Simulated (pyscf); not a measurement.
**1,1-elimination: H₃Si–O–PH₂ → :HSi–O–PH₂ [singlet] + H₂**

Gas phase, singlet surface, charge 0. Bonds broken: Si3–H6, Si3–H7. Bonds formed: H6–H7. Single points on ωB97X-D3(BJ)/def2-SVP structures (PySCF, gas phase).

Transition state (Å):

```xyz
8

P      0.2962     0.4780    -1.7848
O      0.2970     0.6710    -0.1324
Si     0.2696    -0.5127     1.0585
H     -0.9570    -0.1975    -1.9589
H      1.0171    -0.7591    -1.8929
H     -1.0579    -1.2488     1.1795
H     -1.2380    -0.2212     1.7282
H      0.6365     0.0900     2.3639
```

One imaginary mode, 1332i cm⁻¹; descent along it reached the two sides named.

```csv
bond,change,reactant side (Å),saddle,product side
Si3–H6,breaks,1.493,1.523,2.588
Si3–H7,breaks,1.493,1.675,2.6
H6–H7,forms,2.427,1.179,0.764
```

Electronic energies relative to the reactant's lowest minimum found (kJ/mol):

```
level                   barrier  reaction energy  reverse barrier
----------------------  -------  ---------------  ---------------
ωB97X-D3(BJ)/def2-TZVP    302.5           +220.4             82.1
PBE/def2-TZVP             248.4           +194.5             53.9
r²SCAN/def2-TZVP          268.8           +218.7             50.1
B3LYP-D3(BJ)/def2-TZVP    281.5           +200.5             81.1
PBE0-D3(BJ)/def2-TZVP     274.6           +215.9             58.7
M06-2X/def2-TZVP          292.8           +204.0             88.7
ωB97M-D3(BJ)/def2-TZVP    288.2           +200.8             87.4
HF/def2-TZVP              365.6           +225.2            140.4
```

With ωB97M-D3(BJ)/def2-TZVP energies and thermal terms (ideal gas, 1 atm, RRHO with modes under 100 cm⁻¹ raised to 100, one conformer, R ln 2 for chiral ones without a mode under 150 cm⁻¹), in kJ/mol:

```csv
T (K),ΔH‡,ΔG‡,ΔH,ΔG
298,276.7,275.9,+185.7,+150.3
600,276.4,275.2,+189.0,+112.9
900,275.4,274.8,+188.9,+74.8
1200,273.9,274.8,+186.8,+37.0
```

The same reactants have a lower exit, to O=PH + SiH₄ (barrier +250.8 kJ/mol at ωB97M-D3(BJ)/def2-TZVP, against +288.2 kJ/mol here). H₃Si–O–PH₂ lies 23.9 kJ/mol over its isomer HO–SiH₂–PH₂ (electronic energy, ωB97M-D3(BJ)/def2-TZVP). :HSi–O–PH₂ [singlet] lies 68.2 kJ/mol over its isomer HO–SiH=PH (electronic energy, ωB97M-D3(BJ)/def2-TZVP). One saddle was located; it need not be the lowest between these sides.
